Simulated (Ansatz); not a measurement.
System: SnHgO3 (R-3c, No. 167; cell taken from a computed entry). Method: PBE0 (Ansatz, a program for electronic structure, PAW).

Run with plane-wave cutoff 460 eV, 6×6×6 k mesh, Fermi–Dirac smearing 0.01 eV, scalar-relativistic PAW data made under PBE.

Cell (relaxed with PBEsol):

Space group R-3c, hexagonal axes (No. 167); a = b = 5.591 Å, c = 13.993 Å, α = β = 90.00°, γ = 120.00°

```json
[
 {"atom": "Sn", "site": "6b", "symmetry": "-3.", "x": "0.0000", "y": "0.0000", "z": "0.0000"},
 {"atom": "Hg", "site": "6a", "symmetry": "32", "x": "0.0000", "y": "0.0000", "z": "0.2500"},
 {"atom": "O", "site": "18e", "symmetry": ".2", "x": "0.3940", "y": "0.3940", "z": "0.2500"}
]
```
(The calculation used a cell of 10 atoms; values per cell refer to that cell.)

Problem. Predict the band gap.

Solution. 
- band gap = 2.02 eV (on the SCF k mesh)

Note: cell and atoms aren't relaxed at this level (pressure -1.5 GPa); this cell isn't known to be the ambient phase, and symmetry holds it in the calculation.

Spin–orbit coupling is not included.

Cost on a shared machine: very roughly 13 core-minutes.
